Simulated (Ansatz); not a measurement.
Process, species as SMILES: C=[C]F → C=[C-]F (an electron is taken up)
B3LYP-D3(BJ)/def2-TZVP geometries, fixed; electronic energies without zero-point terms; positive where energy is released.

Effect of the final integration grid (spheres per factor e of radius in core and valence, angular degree) at PBE0/cc-pVTZ with Ansatz (an electronic-structure program), against the last row, where the adiabatic electron affinity is 0.94 eV. Open shells are unrestricted. The default's grid is 13, 11, 36.

```csv
setting,largest shift of a total energy (mEh),shift of the adiabatic electron affinity (eV)
accuracy: medium (default),0.000,0.000
"final_grid: 4, 3, 11",1.289,0.013
"final_grid: 6, 5, 17",-0.096,-0.003
"final_grid: 8, 7, 23",0.013,0.000
"final_grid: 10, 9, 29",0.001,0.000
"final_grid: 18, 15, 47",0.000,0.000
"final_grid: 26, 22, 59",0.000,0.000
```

Within 0.01 eV in the adiabatic electron affinity: accuracy: medium (default); final_grid: 6, 5, 17; final_grid: 8, 7, 23; final_grid: 10, 9, 29; final_grid: 18, 15, 47. The largest shift is 1.289 mEh in a total energy and 0.013 eV in the difference.
